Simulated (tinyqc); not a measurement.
Stretching all distances: RHF, UHF, MP2, CISD and CCSD against full CI in the sto-3g basis, for H2O, spin multiplicity 1. Computed by the program tinyqc with PySCF. 

Geometry (angstrom):

| atom | x | y | z |
|---|---|---|---|
| O | 0.0000 | 0.0000 | 0.0000 |
| H | 0.0000 | 0.7910 | 0.5030 |
| H | 0.0000 | -0.7910 | 0.5030 |

All coordinates are multiplied by the scale. c0^2 is the weight of the RHF determinant in the lowest singlet FCI state (UHF is spin-contaminated and may lie near states of higher spin) and n(LUMO) the first natural occupation beyond the occupied space.

Full CI energy (hartree) and errors against it (kcal/mol):

| scale | distance 1-2 (angstrom) | E(FCI) | RHF | UHF | MP2 | CISD | CCSD | <S^2> UHF | c0^2 | n(LUMO) |
|---|---|---|---|---|---|---|---|---|---|---|
| 0.9600 | 0.8999 | -74.980322 | 25.8782 | 25.8782 | 7.1327 | 0.2966 | 0.0716 | 0.0000 | 0.9800 | 0.0207 |
| 1.1200 | 1.0499 | -75.008579 | 38.3663 | 38.3663 | 11.8018 | 0.7958 | 0.1379 | 0.0000 | 0.9611 | 0.0415 |
| 1.2800 | 1.1999 | -74.973603 | 55.9048 | 55.9048 | 18.7059 | 2.0598 | 0.2702 | 0.0000 | 0.9270 | 0.0801 |
| 1.4400 | 1.3498 | -74.919835 | 78.9480 | 68.0794 | 27.9139 | 4.7916 | 0.4875 | 0.6885 | 0.8726 | 0.1436 |
| 1.6000 | 1.4998 | -74.866480 | 107.3589 | 56.7739 | 39.0259 | 9.7375 | 0.6323 | 1.2615 | 0.7962 | 0.2355 |
| 1.7600 | 1.6498 | -74.821574 | 140.6125 | 39.6018 | 51.3242 | 17.3480 | 0.0782 | 1.5799 | 0.6998 | 0.3538 |
| 1.9200 | 1.7998 | -74.788253 | 177.5018 | 24.5079 | 63.8658 | 27.2944 | -2.4327 | 1.7625 | 0.5898 | 0.4884 |
| 2.0800 | 1.9498 | -74.766361 | 215.6496 | 13.9482 | 80.8273 | 39.7787 | -6.1767 | 1.8669 | 0.4605 | 0.6202 |

UHF parts from RHF first at scale 1.44 of those listed, where <S^2> leaves zero. The weight c0^2 goes from 0.98 to 0.46 and n(LUMO) from 0.02 to 0.62: static correlation grows as the bonds break into open-shell fragments. The spread of the error along the curve, which distorts its shape, is CCSD 6.8, CISD 39.5, UHF 54.1, MP2 73.7, RHF 189.8 kcal/mol. Below FCI somewhere: CCSD, as non-variational methods may be.
